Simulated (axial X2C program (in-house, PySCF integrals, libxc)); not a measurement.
**Which molecule has these constants?**

All values come from calculations with an in-house relativistic program for diatomic molecules, spin-free (one-electron X2C) or two-component (2c: spin–orbit coupling with atomic mean-field Coulomb and Gaunt terms, which also bring small scalar terms), in Dyall basis sets with cores contracted in-house; open shells are unrestricted.

A two-component CCSD(T) calculation in a Dyall 3-zeta basis gave Re = 2.496 Å, ωe = 191.0 cm⁻¹, De = 0.27 eV, Ω = 1.

Which molecule is it?
A. OH⁺
B. NaO⁺
C. LiO⁺

B. The others have OH⁺ 1.031 Å and 3111.2 cm⁻¹ (Ω = 1); LiO⁺ 2.103 Å and 349.4 cm⁻¹ (Ω = 1).

Frozen shells (counts by l): NaO⁺ Na 1s, O 1s, 14 electrons correlated; OH⁺ O 1s, H none, 6 electrons correlated; LiO⁺ O 1s, Li 1s, 6 electrons correlated. Coupled cluster in natural virtuals with an MP2 remainder. Where the outer core of a metal is frozen, bonds come out longer and ionisation energies lower.

Each entry is the lowest single determinant of a limited PBE0 search at one distance. De goes to single-determinant-based atoms at the same level (for ions the charge split of lowest energy) and is withheld (n/a) where an atom does not fit its ground term or J level. Main or longest-lived isotopes. One determinant is a doubtful description, or other states lie close, for NaO⁺, OH⁺, LiO⁺; these need not be ground states, and all values refer to the states named. Some open-shell Ω = 0 determinants are out of reach, so the Ω given for NaO⁺, OH⁺, LiO⁺ need not be the lowest component. With several unpaired electrons the Ω given is that of one determinant, not necessarily of the lowest component.
